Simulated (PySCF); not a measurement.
# A diatomic session: BN

Aim: find the lowest electronic state of BN, scan its bond at several levels of theory, and get bond length, wavenumber and dissociation energy from each curve.

Method: B cc-pVTZ, N cc-pVTZ, no relativity; program: PySCF 2.14.0.

**1. The job**

The job is set up so:

* atoms: B, N
* charge: 0
* basis: B cc-pVTZ, N cc-pVTZ
* Hamiltonian: no relativity
* basis functions: 60
* electrons treated: 12
* masses in u: 11.0093, 14.0031
* levels: PBE0, PBE, r²SCAN, TPSSh, revPBE, BHandHLYP, LC-ωPBE, HF, MP2, SCS-MP2, CCSD, CCSD(T)
* grid: 80 radial by 434 angular points
* occupations: held fixed by the projection of orbital angular momentum
* dissociation limit: B + N, each in its ground configuration
* starting distance in angstrom: 1.470
* values of 2S to try: 0, 2, 4

Started as:

```sh
OMP_NUM_THREADS=1 python dia.py task.json out
```

After this run come: First curve: PBE0; Higher solutions at PBE0; PBE (GGA); r²SCAN (meta-GGA); TPSSh (hybrid meta-GGA); revPBE (GGA); BHandHLYP (global hybrid GGA); LC-ωPBE (range-separated hybrid); UHF; MP2 and coupled cluster.

What does the calculation give? Wanted: for each run, Re; ωe; De; μ.

The runs gave:

Lowest PBE0 solution found, without spin–orbit coupling: ³Π (triplet), unpaired electrons σ ↑, π ↑. State 2 has its PBE0 minimum 0.16 eV higher, as a spin-mixed determinant (⟨S²⟩ = 1.02), so this is no gap between pure states. State 3 has its PBE0 minimum 0.97 eV higher. State 4 has its PBE0 minimum 1.34 eV higher. The other levels ran on the lowest alone.

```csv
level,Re (Å),ωe (cm⁻¹),De (eV),μ (D)
UHF,1.290,1765,2.27,-2.65
UHF-CCSD,1.324,1574,3.94,n/a
UHF-CCSD(T),1.334,1528,4.19,n/a
PBE,1.334,1513,5.30,-1.76
revPBE,1.339,1497,5.01,-1.75
r²SCAN,1.322,1570,4.90,-2.05
TPSSh,1.327,1543,4.68,-1.91
PBE0,1.317,1595,4.80,-2.07
BHandHLYP,1.302,1654,4.24,-2.33
LC-ωPBE,1.307,1660,4.75,-2.25
```

De is counted to B + N in their ground configurations. A positive dipole means B(−)N(+). No constants: UHF-MP2 (the points don't follow one smooth fit); UHF-SCS-MP2 (the points don't follow one smooth fit).

**Reading.** Bond lengths run from 1.290 Å (UHF) to 1.339 Å (revPBE). Among the levels with a De in the table, it runs from 2.27 eV (UHF) to 5.30 eV (PBE).

Correlated steps freeze 2 core orbitals. T1 is 0.043 near the minimum (highest on the curve 0.127), which may point to more than one leading configuration.
